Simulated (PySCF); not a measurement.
Spin-rotation constants: SMILES C(#C)C#C, C$_{4}$H$_{2}$

Geometry:
```tsv
atom	x (Å)	y (Å)	z (Å)
C1	1.855	0.320	0.025
C2	0.656	0.121	0.058
C3	-0.698	-0.102	0.095
C4	-1.897	-0.302	0.129
H5	2.915	0.496	-0.003
H6	-2.956	-0.478	0.159
```

Theory: PySCF, GIAO B3LYP/aug-cc-pVDZ magnetisability, rotational g tensor and spin-rotation constants, non-relativistic, gas phase. Geometry: PBE0-D3(BJ)/def2-SVP.

**Question.** Give the nuclear spin-rotation constants along the inertial axes (H = +C I·J) beside the isotropic shieldings.

**Answer.** Rotational constants –, 4.3558, 4.3558 GHz. A star marks the isotopologue with that one atom substituted, in its own axes.
| atom | isotope | Caa (kHz) | Cbb (kHz) | Ccc (kHz) | mean (kHz) | σ (ppm) |
| --- | --- | --- | --- | --- | --- | --- |
| H5 | 1H | – | -0.487 | -0.487 | -0.487 | 30.2 |
| H6 | 1H | – | -0.487 | -0.487 | -0.487 | 30.2 |
| C1 | 13C* | – | 1.225 | 1.225 | 1.225 | 135.3 |
| C2 | 13C* | – | 1.326 | 1.326 | 1.326 | 128.2 |

For the geometry as given, no vibrational averaging.
